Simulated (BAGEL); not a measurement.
# CS2 (carbon disulfide): a first try and a second

Wanted: energy and forces of CS2 (carbon disulfide), B3LYP/x2c-SVPall (density fitting with AutoAux, Cartesian functions).

Program for the calculation: BAGEL 1.2.2.

4 further runs of the same task are left out: 2 that didn't finish, 2 set aside as unsound or not needed.

**1. The structure to begin with**

The species is CS2 (3 atoms), meant as a singlet with charge 0. SMILES: `S=C=S`. Geometry: relaxed at PBE0-D4/def2-TZVP.

Bond lengths: S1–C2 1.548 Å, C2–S3 1.548 Å. Angles: S1–C2–S3 180.0°.

**2. First attempt**

Contents of dft.json:

```json
{ "bagel" : [

{
  "title" : "molecule",
  "basis" : "x2c-svpall.json",
  "angstrom" : false,
  "cartesian" : true,
  "geometry" : [
    { "atom" : "S", "xyz" : [     2.56435835,    -0.29479728,     1.37779932 ] },
    { "atom" : "C", "xyz" : [     0.00000000,     0.00000000,     0.00000000 ] },
    { "atom" : "S", "xyz" : [    -2.56435835,     0.29479728,    -1.37779932 ] }
  ]
},

{
  "title" : "force",
  "method" : [
    {
      "title" : "ks",
      "xc_func" : "b3lyp",
      "maxiter" : 50
    }
  ]
}

]}
```

Launch:

```
$ BAGEL_NUM_THREADS=1 BAGEL dft.json > dft.out
```

Log:

```text
* using 1 threads per process

  ===============================================================
  ===============================================================

  Cartesian basis functions are used
  *** Geometry ***

  { "atom" : "S", "xyz" : [      2.564358,     -0.294797,      1.377799 ] },
  { "atom" : "C", "xyz" : [      0.000000,      0.000000,      0.000000 ] },
  { "atom" : "S", "xyz" : [     -2.564358,      0.294797,     -1.377799 ] },

  Number of basis functions:       53
  Number of electrons      :       38

    * METHOD: MOLECULE                             0.00

  ERROR: EXCEPTION RAISED:  It seems that DF basis was not specified in molecule block
```

Run time: 0.12 s. Hardware: 1 thread of Arm Neoverse V1, shared host.

**3. Reading the log**

The input was rejected.

The log says `ERROR: EXCEPTION RAISED:  It seems that DF basis was not specified in molecule block`. What is wrong: no fitting set is given.

**4. Second attempt**

Contents of input.json:

```json
{ "bagel": [

{
  "title": "molecule",
  "basis": "x2c-svpall.json",
  "df_basis": "x2c-svpall-autoaux.json",
  "angstrom": false,
  "cartesian": true,
  "geometry": [
    { "atom": "S", "xyz": [  2.56435835, -0.29479728,  1.37779932 ] },
    { "atom": "C", "xyz": [  0.00000000,  0.00000000,  0.00000000 ] },
    { "atom": "S", "xyz": [ -2.56435835,  0.29479728, -1.37779932 ] }
  ]
},
{
  "title": "force",
  "method": [
    { "title": "ks", "xc_func": "b3lyp", "maxiter": 50 }
  ]
}

]}
```

The basis set x2c-SVPall is read from a file made from the Basis Set Exchange's data (not shown).

Launch:

```
$ BAGEL_NUM_THREADS=1 BAGEL input.json > input.out
```

Log:

```text
* using 1 threads per process

  ===============================================================
  ===============================================================

  Cartesian basis functions are used
  *** Geometry ***

  { "atom" : "S", "xyz" : [      2.564358,     -0.294797,      1.377799 ] },
  { "atom" : "C", "xyz" : [      0.000000,      0.000000,      0.000000 ] },
  { "atom" : "S", "xyz" : [     -2.564358,      0.294797,     -1.377799 ] },

  Number of auxiliary basis functions:      481

  Since a DF basis is specified, we compute 2- and 3-index integrals:
    o Being stored without compression. Storage requirement is 0.011 GB

  Number of basis functions:       53
  Number of electrons      :       38

    * METHOD: MOLECULE                             0.13

  The gradients will be computed analytically.

  *** Kohn-Sham DFT ***

    * Removing 3750 points whose weight is below 1.00e-10
    * Grid points: 40968

  === Nuclear Repulsion ===
   109.3662734093

       - DIIS with orbital gradients will be used.

  === KS iteration (b3lyp / x2c-svpall.json) ===
      0       -815.76202830          0.12202236           0.12
      1       -825.24795186          0.13250489           0.09
      2       -827.08717640          0.13025825           0.08
      3       -833.84844238          0.02508319           0.08
      4       -833.92356900          0.01989367           0.08
      5       -834.01290369          0.00350977           0.08
      6       -834.01677088          0.00151322           0.08
      7       -834.01752973          0.00046021           0.08
      8       -834.01757493          0.00001565           0.08
      9       -834.01757500          0.00000108           0.08
     10       -834.01757500          0.00000006           0.08
     11       -834.01757500          0.00000004           0.08
     12       -834.01757500          0.00000000           0.08
    * SCF iteration converged.

    * Permanent dipole moment:
           (    0.000000,    -0.000000,     0.000000) a.u.

  * Nuclear energy gradient

    o Atom   0
        x         -0.0138112065
        y          0.0015834345
        z         -0.0074233593
    o Atom   1
        x         -0.0000004029
        y          0.0000000409
        z         -0.0000001961
    o Atom   2
        x          0.0138116094
        y         -0.0015834755
        z          0.0074235555
  * Gradient computed with                              0.93

    * METHOD: FORCE                                2.17

  ===============================================================
```

Run time: 2.4 s. Hardware: 1 thread of Arm Neoverse V1, shared host; peak memory 0.33 GiB.

**5. Summary of results**

Level: B3LYP/x2c-SVPall (density fitting with AutoAux, Cartesian functions).

| quantity | value |
| --- | --- |
| total energy | -834.01757 Eh |
| dipole moment | 0.00 D |
| largest force on an atom | 0.810 eV/Å |

What this shows: The largest force is 0.81 eV/Å: the shape isn't a stationary point for this species at this level. The basis was made for a relativistic Hamiltonian, but the run is non-relativistic.
